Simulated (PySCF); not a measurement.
Computed spectra and the visible range. Vertical TDDFT excitations of isolated species (PySCF; the level stands beside each; core orbitals frozen in the response), one conformer each, no solvent. Relativistic effects are left out although some hold elements past zinc.

1. `Cc1cccc[n+]1[O-]`
2. `O([C@H]1[C@@H](C1)Cl)C`
3. `C/N=C/C=O`
4. `[H]/N=C(/C)C=O`
5. `CC#CC=C=O`
6. `C1=CC1(Br)F`
7. `O=C1C=CC=C1`
8. `C1=NCCO1`
9. `C#CCC=C=O`

For which of them does the calculation put a singlet between 380 and 750 nm?

5 and 7.

1. (CAM-B3LYP/def2-SVPD on a GFN2-xTB geometry) 272 nm (f 0.037); 269 nm (f 0.000); 249 nm (f 0.175); 213 nm (f 0.000); 201 nm (f 0.286).
2. (PBE0/def2-SVPD on a GFN2-xTB geometry) 192 nm (f 0.008); 174 nm (f 0.006); 170 nm (f 0.008); 169 nm (f 0.015); 163 nm (f 0.026).
3. (PBE0/def2-SVPD on a GFN2-xTB geometry) 366 nm (f 0.000); 302 nm (f 0.001); 189 nm (f 0.488); 183 nm (f 0.000); 167 nm (f 0.021). No computed singlet lies in the visible range (380 to 750 nm); the lowest, at 366 nm, stands 0.12 eV above its violet end (3.26 eV); a Tamm–Dancoff triplet lies at 446 nm, without intensity as long as spin–orbit coupling is left out.
4. (wB97X-D/def2-SVPD on a GFN2-xTB geometry) 372 nm (f 0.001); 275 nm (f 0.001); 195 nm (f 0.124); 170 nm (f 0.000); 161 nm (f 0.010). No computed singlet lies in the visible range (380 to 750 nm); the lowest, at 372 nm, stands 0.07 eV above its violet end (3.26 eV); a Tamm–Dancoff triplet lies at 444 nm, without intensity as long as spin–orbit coupling is left out.
5. (B3LYP/def2-SVPD on a PBE0-D3(BJ)/def2-SVP geometry) 397 nm (f 0.000); 252 nm (f 0.004); 230 nm (f 0.000); 219 nm (f 0.000); 211 nm (f 0.343). S1 lies in the visible range (380 to 750 nm), at 397 nm, dark in the vertical dipole picture (f under 0.0005); light of that wavelength is violet, and its complementary colour is yellow-green; a Tamm–Dancoff triplet lies at 438 nm, without intensity as long as spin–orbit coupling is left out.
6. (CAM-B3LYP/def2-SVPD on a PBE0-D3(BJ)/def2-SVP geometry) 211 nm (f 0.005); 204 nm (f 0.000); 198 nm (f 0.008); 189 nm (f 0.013); 168 nm (f 0.009).
7. (CAM-B3LYP/def2-SVPD on a PBE0-D3(BJ)/def2-SVP geometry) 416 nm (f 0.000); 393 nm (f 0.007); 196 nm (f 0.181); 186 nm (f 0.002); 175 nm (f 0.000). 2 computed singlets (S1 to S2) lie in the visible range (380 to 750 nm), the largest f among them at 393 nm, f = 0.0066; light of that wavelength is violet, and its complementary colour is yellow-green; a Tamm–Dancoff triplet lies at 634 nm, without intensity as long as spin–orbit coupling is left out.
8. (CAM-B3LYP/def2-SVPD on a PBE0-D3(BJ)/def2-SVP geometry) 190 nm (f 0.006); 180 nm (f 0.027); 180 nm (f 0.089); 158 nm (f 0.001); 158 nm (f 0.036).
9. (CAM-B3LYP/def2-SVPD on a PBE0-D3(BJ)/def2-SVP geometry) 346 nm (f 0.000); 200 nm (f 0.017); 196 nm (f 0.002); 188 nm (f 0.006); 186 nm (f 0.004). No computed singlet lies in the visible range (380 to 750 nm); the lowest, at 346 nm, stands 0.32 eV above its violet end (3.26 eV); a Tamm–Dancoff triplet lies at 383 nm, without intensity as long as spin–orbit coupling is left out.
